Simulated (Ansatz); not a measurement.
Cost against result

Saddle point of CH6MgS, closed shell (CH₄Mg ([CH3][MgH]) + H₂S → CH₄MgS ([CH3][Mg][SH]) + H₂; bonds formed: H2–H4; dative contacts that become bonds: Mg1–S5; bonds broken: Mg1–H2, H4–S5), PBE0-D4/def2-TZVP structure:

Mg1  (-0.255, 0.413, 0.019)
H2  (-0.699, 1.933, -0.847)
C3  (0.241, -0.645, 1.736)
H4  (-0.668, 1.090, -1.862)
S5  (-0.467, -0.249, -2.511)
H6  (1.320, -0.814, 1.805)
H7  (-0.062, -0.116, 2.646)
H8  (-0.240, -1.628, 1.752)
H9  (0.830, 0.017, -2.737)
(Å)

Barriers are electronic and count from the start structure reached by relaxing down the imaginary mode.

Ansatz 0.2.0; basis: as named in each row; cores frozen in the correlated methods. The outer core shell of Li, Na, Mg and K is correlated. The def2 sets are not built for correlating such inner shells, so the correlated values are less sure here. B3LYP uses VWN-RPA correlation. Extrapolation: Hartree–Fock as exp(−7.88 √X), correlation as X^−2.97.

Times are rough, for one single point on 2 threads of a shared host (Intel Xeon 6975P-C).

The estimate by CCSD(T) at an estimated basis limit (MP2 extrapolated from triple and quadruple zeta, plus CCSD(T) − MP2 in triple zeta) is 7.15 kcal/mol.

| method | basis | time (s) | barrier (kcal/mol) | method less estimate |
| --- | --- | --- | --- | --- |
| HF | STO-3G | under 1 | 28.23 | 21.08 |
| PBE-D4 | STO-3G | under 1 | 5.23 | -1.91 |
| SPW92 | def2-SVP | under 1 | -0.77 | -7.92 |
| PBE-D4 | def2-SVP | under 1 | 2.55 | -4.60 |
| B3LYP-D4 | 6-31G | under 1 | 6.73 | -0.42 |
| PBE0-D4 | def2-SVP | under 1 | 5.29 | -1.85 |
| SPW92 | def2-TZVPP | under 1 | -1.32 | -8.46 |
| PBE-D4 | def2-TZVPP | 1 | 1.90 | -5.25 |
| BLYP-D4 | def2-TZVPP | 1 | 4.30 | -2.85 |
| B3LYP-D4 | def2-TZVPP | 1 | 6.12 | -1.02 |
| PBE0-D4 | def2-TZVPP | 1 | 4.42 | -2.72 |
| BHLYP-D4 | def2-TZVPP | 1 | 9.31 | 2.16 |
| CCSD(T) | def2-SVP | 2 | 10.88 | 3.73 |
| CAM-B3LYP-D4 | def2-TZVPP | 2 | 7.82 | 0.67 |
| r2SCAN-D4 | def2-TZVPP | 2 | 2.82 | -4.33 |
| r2SCAN0-D4 | def2-TZVPP | 2 | 4.93 | -2.21 |
| wB97M-V | def2-SVP | 2 | 9.11 | 1.96 |
| B2PLYP | def2-TZVPP | 2 | 6.94 | -0.20 |
| PBE-QIDH | def2-TZVPP | 3 | 6.53 | -0.62 |
| RPA on PBE | def2-TZVPP | 3 | 8.95 | 1.81 |
| B97M-V | def2-TZVPP | 4 | 6.54 | -0.60 |
| wB97X-V | def2-TZVPP | 4 | 8.56 | 1.41 |
| wB97M-V | def2-TZVPP | 4 | 8.36 | 1.22 |
| MP2 | def2-QZVPP | 8 | 6.45 | -0.70 |
| CCSD(T) | def2-TZVPP | 22 | 8.39 | 1.25 |

All methods are single points on the PBE0-D4 structures; a negative value means that the method puts the saddle structure below the start.

The T1 diagnostic stays at or below 0.010.

Labels in which every atom is bracketed show which atoms are joined, not bond orders.
